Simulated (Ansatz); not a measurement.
**C₂H₄N₂O: a ladder of functionals and wavefunction methods**

The task here is to estimate one member of a computed series from the others.

Program: Ansatz 0.2.0, Gaussian basis. Level of theory: functionals in def2-TZVPP, the program's frozen cores in correlated methods. These are calculated values, not measurements.

Plan: LDA (SPW92), PBE-D4, revPBE-D4, BLYP-D4, r2SCAN-D4, B97M-V, PBE0-D4, B3LYP-D4, r2SCANh-D4, r2SCAN0-D4, HSE06-D4, BHLYP-D4, CAM-B3LYP-D4, LC-ωPBE, ωB97X-V, ωB97M-V, B2PLYP, PBE-QIDH; CCSD(T)/def2-SVP; CCSD(T)/def2-TZVPP; MP2/def2-QZVPP; extrapolation to the limit; RPA on PBE.

## Structure used throughout

The geometry comes from an earlier relaxation with PBE0-D4 in a triple-zeta def2 set; it is a stationary point, not always the lowest conformer.

SMILES `N=C=C(N)O`, 9 atoms, charge 0, spin multiplicity 1.

Atoms are counted from 1 here; the program's logs count them from 0.

Bond lengths: N1–C2 1.234 Å, N1–H6 1.025 Å, C2–C3 1.313 Å, C3–N4 1.397 Å, C3–O5 1.373 Å, N4–H7 1.008 Å, N4–H8 1.013 Å, O5–H9 0.961 Å. Angles: C2–N1–H6 113.3°, N1–C2–C3 172.4°, C2–C3–N4 124.3°, C2–C3–O5 123.2°, N4–C3–O5 112.2°, C3–N4–H7 113.0°, C3–N4–H8 112.7°, H7–N4–H8 110.7°, C3–O5–H9 108.7°.

Set-up of the first run:

in.yaml reads:

```yaml
crystal:
  periodic: [false, false, false]
  atoms:
    - {symbol: N, position_ang: [0.060390, 2.088773, -0.524327]}
    - {symbol: C, position_ang: [-0.039375, 0.921133, -0.136449]}
    - {symbol: C, position_ang: [0.028886, -0.321864, 0.281969]}
    - {symbol: N, position_ang: [-0.110412, -1.439530, -0.544745]}
    - {symbol: O, position_ang: [0.120601, -0.665336, 1.607633]}
    - {symbol: H, position_ang: [-0.844760, 2.534827, -0.702376]}
    - {symbol: H, position_ang: [-0.457920, -1.209471, -1.462720]}
    - {symbol: H, position_ang: [0.740447, -1.985903, -0.610847]}
    - {symbol: H, position_ang: [0.590744, 0.031171, 2.074763]}
basis:
  gaussian: {orbitals: def2-TZVPP}
hamiltonian: {xc: lda}
output: {orbitals: {seedname: orbitals}}
```

Launch:

```console
$ ansatz run in.yaml --threads 2 --pin off --events-out ev --progress --plain --max-ram 4352MiB
```

Steps of the session up to this table: LDA; PBE-D4 (GGA); revPBE-D4 (GGA); BLYP-D4 (GGA); r2SCAN-D4 (meta-GGA); B97M-V (meta-GGA); PBE0-D4 (hybrid); B3LYP-D4 (hybrid); r2SCANh-D4 (hybrid); r2SCAN0-D4 (hybrid); HSE06-D4 (hybrid); BHLYP-D4 (hybrid); CAM-B3LYP-D4 (range-separated); LC-ωPBE (range-separated); ωB97X-V (range-separated); ωB97M-V (range-separated); B2PLYP (double hybrid); PBE-QIDH (double hybrid).

One table of the session follows, with a row left open; its other results are not shown here.

It belongs to the step «Orbital energies across the functionals». 

| functional | HOMO (eV) | gap (eV) |
| --- | --- | --- |
| LDA (SPW92) | -4.50 | 2.58 |
| PBE-D4 | -4.35 | 2.71 |
| revPBE-D4 | -4.29 | 2.76 |
| BLYP-D4 | -4.26 | 2.75 |
| r2SCAN-D4 | ? | ? |
| B97M-V | -4.62 | 3.38 |
| PBE0-D4 | -5.58 | 5.02 |
| B3LYP-D4 | -5.41 | 4.58 |
| r2SCANh-D4 | -5.00 | 3.97 |
| r2SCAN0-D4 | -5.71 | 5.27 |
| HSE06-D4 | -5.18 | 4.23 |
| BHLYP-D4 | -6.75 | 7.36 |
| CAM-B3LYP-D4 | -6.94 | 7.53 |
| LC-ωPBE | -8.21 | 10.05 |
| ωB97X-V | -7.87 | 9.63 |
| ωB97M-V | -7.77 | 9.42 |

**Question.** Estimate the row for r2SCAN-D4.

Worked estimate for «HOMO (eV)». Against the share of exact exchange, r2SCANh-D4 (0.1, -5.00), r2SCAN0-D4 (0.25, -5.71) give a slope of -4.73 per unit share; at 0 the line stands at -4.53.

The run gave: HOMO (eV): -4.54; gap (eV): 3.11. In «HOMO (eV)» the line misses by +0.01.
